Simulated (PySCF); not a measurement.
CH2O2, SMILES O=CO (connectivity only; charge and spin as stated), charge +1, multiplicity 2.

Coordinates come from a B3LYP-D3(BJ)/def2-TZVP optimisation. The spin state was assumed, not searched. Other conformers were not sampled.

Computed with PySCF with TDA-ωB97X/def2-SVPD.

Vertical excitations. Isolated molecule, no solvent.

Computed excitation energies, oscillator strengths and character:
| state | energy (eV) | λ (nm) | f | main pairs |
|---|---|---|---|---|
| root 1 | 1.51 | 823 | 0.000 | β HOMO→LUMO 89 % |
| root 2 | 3.71 | 334 | 0.000 | β HOMO−1→LUMO 81 %, β HOMO−3→LUMO 14 % |
| root 3 | 6.06 | 205 | 0.001 | β HOMO−2→LUMO 88 % |
| root 4 | 6.54 | 190 | 0.009 | β HOMO−3→LUMO 57 %, β HOMO−4→LUMO 22 %, β HOMO−1→LUMO 18 % |
| root 5 | 6.70 | 185 | 0.001 | α HOMO→LUMO 43 %, β HOMO→LUMO+1 56 % |
| root 6 | 7.82 | 159 | 0.018 | α HOMO→LUMO 11 %, β HOMO−4→LUMO 61 %, β HOMO−3→LUMO 20 % |
| root 7 | 8.03 | 154 | 0.000 | α HOMO−1→LUMO 28 %, α HOMO−2→LUMO 11 %, β HOMO−1→LUMO+1 60 % |
| root 8 | 8.44 | 147 | 0.000 | α HOMO−2→LUMO 77 %, α HOMO−1→LUMO 22 % |
| root 9 | 8.72 | 142 | 0.007 | α HOMO−1→LUMO 49 %, α HOMO−2→LUMO 11 %, β HOMO−1→LUMO+1 39 % |
| root 10 | 9.38 | 132 | 0.022 | α HOMO−3→LUMO 46 %, β HOMO−2→LUMO+1 46 % |
Unrestricted roots are not spin-pure.
